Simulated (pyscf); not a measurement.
Hydrogen abstraction: H₃Si–SiH₂–SiH₃ (SMILES [SiH3][SiH2][SiH3]) + H• (SMILES [H]) -> •H₂Si–SiH₂–SiH₃ (SMILES [SiH2][SiH2][SiH3]) + H₂ (SMILES [H][H])

Gas phase, doublet surface, charge 0. Bonds broken: Si9–H10. Bonds formed: H3–H10. Structures and frequencies: ωB97X-D3(BJ)/def2-SVP in PySCF.

Transition state (Å):

```xyz
12

Si    -1.0539    -0.4640    -0.3686
Si     0.4279     0.9241    -1.5218
H     -3.1581    -1.1888     3.3203
H     -2.3642    -0.5255    -1.0836
H     -0.4934    -1.8452    -0.2690
H     -0.1435     2.3014    -1.5942
H      1.7235     0.9825    -0.7823
H      0.6797     0.4280    -2.9065
Si    -1.3735     0.4046     1.7726
H     -2.3569    -0.4910     2.5955
H     -1.9520     1.7793     1.6958
H     -0.0755     0.4656     2.5087
```

One imaginary mode, 886i cm⁻¹; descent along it reached the two sides named.

| bond | change | reactant side (Å) | saddle | product side |
|---|---|---|---|---|
| Si9–H10 | breaks | 1.492 | 1.564 | 3.2 |
| H3–H10 | forms | 3.4 | 1.286 | 0.760 |

Electronic energies relative to the separated reactants (kcal/mol):

| level | barrier | reaction energy | reverse barrier |
|---|---|---|---|
| ωB97X-D3(BJ)/def2-TZVP | 4.1 | -14.9 | 19.0 |
| PBE/def2-TZVP | -0.3 | -17.5 | 17.1 |
| r²SCAN/def2-TZVP | -1.6 | -19.2 | 17.6 |
| B3LYP-D3(BJ)/def2-TZVP | -0.4 | -18.7 | 18.3 |
| PBE0-D3(BJ)/def2-TZVP | 1.2 | -16.1 | 17.3 |
| M06-2X/def2-TZVP | 4.5 | -18.0 | 22.5 |
| ωB97M-D3(BJ)/def2-TZVP | 4.0 | -15.2 | 19.2 |
| HF/def2-TZVP | 11.2 | -10.1 | 21.4 |

With ωB97M-D3(BJ)/def2-TZVP energies and thermal terms (ideal gas, 1 atm, RRHO with modes under 100 cm⁻¹ raised to 100, one conformer, R ln 2 for chiral ones without a mode under 150 cm⁻¹), in kcal/mol:

| T (K) | ΔH‡ | ΔG‡ | ΔH | ΔG |
|---|---|---|---|---|
| 298 | 2.6 | 8.7 | -14.3 | -16.1 |
| 600 | 2.4 | 15.0 | -14.3 | -18.0 |
| 900 | 2.2 | 21.3 | -14.7 | -19.7 |
| 1200 | 2.1 | 27.6 | -15.4 | -21.3 |

At PBE, r²SCAN, B3LYP-D3(BJ) this geometry lies under the reactants; that is no barrier but a single point on another level's saddle; such a level's own saddle, if it has one, lies nearer that side and is low. This is the saddle that the search found; another between the same sides may lie lower. The angle at the transferred H is 177°.
